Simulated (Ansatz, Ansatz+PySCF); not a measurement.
```yaml
atoms:
  - { symbol: B, position_ang: [0.0000, 0.0000, -1.2295] }
  - { symbol: C, position_ang: [0.0000, 0.0000, 0.1681] }
  - { symbol: O, position_ang: [0.0000, 0.0000, 1.2094] }
  - { symbol: H, position_ang: [0.0000, -1.0866, -1.5122] }
  - { symbol: H, position_ang: [-0.9410, 0.5433, -1.5122] }
  - { symbol: H, position_ang: [0.9410, 0.5433, -1.5122] }
```

RHF on singlet CH₃BO was run in several spherical basis sets with Ansatz (development build ahead of 0.2.0). Caution for RHF: no unrestricted run beside it, a lower state can exist.

(1) Rank the basis sets by the total energy that they give, lowest first, with the distance from the lowest.
A. 6-31G(d)
B. def2-TZVP
C. def2-SVP
D. cc-pVTZ
E. cc-pVDZ

Results:

(1) B (0.00 eV), D (0.14 eV), E (1.44 eV), A (1.81 eV), C (4.74 eV).

Totals follow the description of the cores as much as that of the bonds, so this order isn't one of quality for chemistry.
